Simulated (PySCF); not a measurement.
## Two-photon absorption: `InChI=1S/C5H13N/c1-5(2,3)6-4/h6H,1-4H3`

Geometry:
| atom | x (Å) | y (Å) | z (Å) |
| --- | --- | --- | --- |
| C1 | 1.995 | -0.587 | -0.025 |
| N2 | 0.824 | -0.457 | 0.807 |
| C3 | -0.402 | 0.059 | 0.196 |
| C4 | -0.233 | 1.468 | -0.391 |
| C5 | -0.866 | -0.904 | -0.898 |
| C6 | -1.450 | 0.096 | 1.308 |
| H7 | 2.338 | 0.344 | -0.524 |
| H8 | 2.832 | -0.957 | 0.587 |
| H9 | 1.829 | -1.336 | -0.814 |
| H10 | 1.043 | 0.107 | 1.624 |
| H11 | 0.504 | 1.481 | -1.209 |
| H12 | -1.183 | 1.848 | -0.798 |
| H13 | 0.107 | 2.174 | 0.384 |
| H14 | -0.920 | -1.929 | -0.501 |
| H15 | -1.862 | -0.617 | -1.267 |
| H16 | -0.184 | -0.904 | -1.761 |
| H17 | -2.423 | 0.442 | 0.928 |
| H18 | -1.574 | -0.906 | 1.745 |
| H19 | -1.142 | 0.783 | 2.113 |

Theory: TDDFT CAM-B3LYP/aug-cc-pVDZ excited states, vertical, gas phase (PySCF). Geometry: PBE0-D3(BJ)/def2-SVP.

**Question.** How strongly do the lowest singlets absorb one photon, and two photons of half the energy?

**Answer.** δ for parallel linear polarisation; σ at the peak of a Lorentzian of half width 0.1 eV, single beam; Ω is circular over linear.
| state | E (eV) | f | photon λ (nm) | δ (au) | σ (GM) | Ω | main |
| --- | --- | --- | --- | --- | --- | --- | --- |
| S1 | 5.38 | 0.005 | 461 | 45.6 | 0.48 | 1.24 | HOMO→LUMO 0.71, HOMO→LUMO+2 0.09 |
| S2 | 6.07 | 0.007 | 409 | 40.8 | 0.55 | 1.09 | HOMO→LUMO+2 0.53, HOMO→LUMO+1 0.21 |
| S3 | 6.29 | 0.009 | 394 | 24.7 | 0.36 | 1.41 | HOMO→LUMO+1 0.65, HOMO→LUMO 0.12 |
| S4 | 6.35 | 0.023 | 390 | 138 | 2.04 | 0.62 | HOMO→LUMO+3 0.81 |
| S5 | 6.87 | 0.001 | 361 | 137 | 2.36 | 0.70 | HOMO→LUMO+4 0.68, HOMO→LUMO+2 0.17 |
| S6 | 6.91 | 0.007 | 359 | 32.2 | 0.56 | 1.50 | HOMO→LUMO+5 0.71, HOMO→LUMO+6 0.09 |

Among these, the strongest one-photon state is S4, the strongest two-photon state S5, with a dipole change of 8.9 D (relaxed, norm of the difference vector).
